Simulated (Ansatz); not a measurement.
The same path of CH$_{3}$SSi (6 atoms, charge 1, multiplicity 1) was run 3 times with different band settings. Lost on the way: S3–H6. Made: C1–H6.

Computed with RKS PBE-D4/6-31G* in Ansatz.

Relaxed end points:

```xyz
6
Properties=species:S:1:pos:R:3
C -0.979 0.215 -0.899
Si 0.425 -0.402 -0.034
S 1.111 0.316 1.780
H -1.899 -0.395 -0.926
H -0.825 0.811 -1.815
H 2.167 -0.545 1.893
```

```xyz
6
Properties=species:S:1:pos:R:3
C -0.225 -0.289 -0.666
Si 0.323 0.417 0.958
S 0.889 1.144 2.632
H -1.255 -0.674 -0.554
H -0.195 0.511 -1.427
H 0.463 -1.109 -0.943
```

Common settings: movable images 5; climbing image yes; spring 5.0 eV/Å²; start path through a guess of the saddle point; force threshold 0.05 eV/Å; iteration limit 60; end points relaxed.

| run | optimiser |
| --- | --- |
| 1 | quadratic models (default) |
| 2 | lbfgs |
| 3 | fire |

Question: What does each run give, and how far can it be trusted?

Answer: Run 1: converged after 25 iterations, highest image 1.448 eV above the first end. The profile has 2 maxima (images 1, 4) with wells between them (image 2): this band takes more than one step, which may be the mechanism or a detour left from its start path. Neighbouring images differ by up to 2.6 eV, so the band resolves the path poorly. A vibrational analysis at the climbing image gives one clearly imaginary mode, 1604i cm⁻¹: a first-order saddle point.
Run 2: converged after 58 iterations, highest image 1.697 eV above the first end. The profile has 2 maxima (images 1, 3) with wells between them (image 2): this band takes more than one step, which may be the mechanism or a detour left from its start path. Neighbouring images differ by up to 2.4 eV, so the band resolves the path poorly. The order of the stationary point at the top wasn't checked.
Run 3: converged after 59 iterations, highest image 1.695 eV above the first end. The profile has 2 maxima (images 1, 3) with wells between them (image 2): this band takes more than one step, which may be the mechanism or a detour left from its start path. Neighbouring images differ by up to 2.5 eV, so the band resolves the path poorly. The order of the stationary point at the top wasn't checked.
The orbitals stay closed-shell, which can raise the energy where a bond breaks towards radicals; this wasn't checked here. Limits of this set-up: the dipole of an ion depends on the origin.
